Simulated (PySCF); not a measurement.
Molecule: `[nH]1cncn1`, C2H3N3.

Atoms are numbered as in `[cH:1]1[n:2][cH:3][nH:4][n:5]1`. Hydrogens are named by the atom that carries them.

Spin–spin couplings on one PBE0-D3(BJ)/def2-SVP geometry, PySCF 2.14.0 with density-fitted response routines, gas phase, non-relativistic, equivalent pairs averaged; isotopes 13C, 1H, 15N; functional B3LYP.

How do the couplings (Hz) change with the basis set? Times are CPU seconds on shared hosts with different chips, so compare them loosely. Far from the basis limit: 6-31G-J, pcJ-0, 6-31G*, def2-TZVP, cc-pVTZ.

Results:


| basis set | functions | 1J(C3,H(C3)) | 1J(C1,H(C1)) | 1J(N4,H(N4)) | 1J(N4,N5) | 1J(C1,N2) | 1J(C1,N5) | 1J(C3,N4) | core-s |
| --- | --- | --- | --- | --- | --- | --- | --- | --- | --- |
| 6-31G-J | 72 | 232.8 | 232.1 | -117.4 | -18.3 | 12.5 | 9.8 | -7.7 | 6.2 |
| pcJ-0 | 74 | 200.8 | 196.7 | -95.0 | -17.2 | 14.7 | 13.7 | -1.7 | 6.3 |
| 6-31G* | 76 | 205.2 | 205.7 | -97.3 | -7.9 | -1.8 | -4.9 | -16.9 | 12 |
| pcJ-1 | 165 | 220.7 | 220.1 | -110.5 | -12.8 | 6.2 | 2.8 | -10.2 | 16 |
| def2-TZVP | 173 | 209.7 | 209.4 | -103.2 | -14.8 | 7.7 | 4.2 | -9.8 | 34 |
| cc-pVTZ | 192 | 197.3 | 198.1 | -98.3 | -12.6 | 4.8 | 0.0 | -11.0 | 38 |
| aug-cc-pVTZ-J | 290 | 225.1 | 224.5 | -112.8 | -13.9 | 6.8 | 3.3 | -10.1 | 37 |
| pcJ-2 | 327 | 222.4 | 221.9 | -111.4 | -13.8 | 6.8 | 3.4 | -9.8 | 46 |

The Fermi-contact term samples the wavefunction at the nucleus, which is why sets with added tight s functions (names with J) are made for couplings.
